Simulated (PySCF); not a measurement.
# Peak assignment

Bonds (- single, = double, # triple, : aromatic): C1-C2 1.472 Å, C2=C3 1.323 Å, C3-C4 1.444 Å, C4-F5 1.353 Å, C4-F6 1.353 Å, C4-C2 1.450 Å. C1 carries H7, H8, H9; C3 carries H10.

[PySCF: structure optimised with PBE0-D3(BJ)/def2-SVP; KT3/pcSseg-2 with gauge-including orbitals; J: B3LYP/pcJ-1 (spin–dipole term only in couplings to heteroatoms); in vacuum; fast rotation and ring inversion assumed for equivalent nuclei; one computed conformer; non-relativistic Hamiltonian]

δ = σ(ref) − σ, references computed at the same level: 13C, 1H against TMS.

Q: Assign these signals to the numbered atoms. 13C{1H} NMR (computed): δ 138.3 (t, J = 9.3 Hz), 118.2 (t, J = 10.5 Hz), 107.5 (t, J = 344.1 Hz), 11.2.

A: 
138.3 → C2, fully substituted alkene carbon: as expected for a trigonal carbon in a double bond
118.2 → C3, alkene CH: as expected for a trigonal carbon in a double bond
107.5 → C4, three-membered-ring carbon: 2 electronegative neighbours deshield it
11.2 → C1, allylic methyl carbon: saturated and bonded to C and H only

Q: Assign these signals to the numbered atoms. 1H NMR (500 MHz, computed): δ 7.25 (q, J = 1.1 Hz, 1H), 2.13 (td, J = 2.8, 1.1 Hz, 3H).

A: 
| δ (ppm) | atoms | environment | reason |
| --- | --- | --- | --- |
| 7.25 | H10 | hydrogen on an alkene CH | olefinic region |
| 2.13 | H7/H8/H9 | hydrogen on an allylic methyl carbon | allylic position |

Common functionals overestimate the size of one-bond C–F couplings by tens of Hz; these are unscaled. Multiplet labels drop couplings under 1 Hz and merge nearly equal ones. Shifts are as computed, not scaled to solution data. Of 1211 compounds with measured shifts, 218 miss one by over three times the rms of a fit or turn the order of signals round; such compounds aren't used in these exercises.
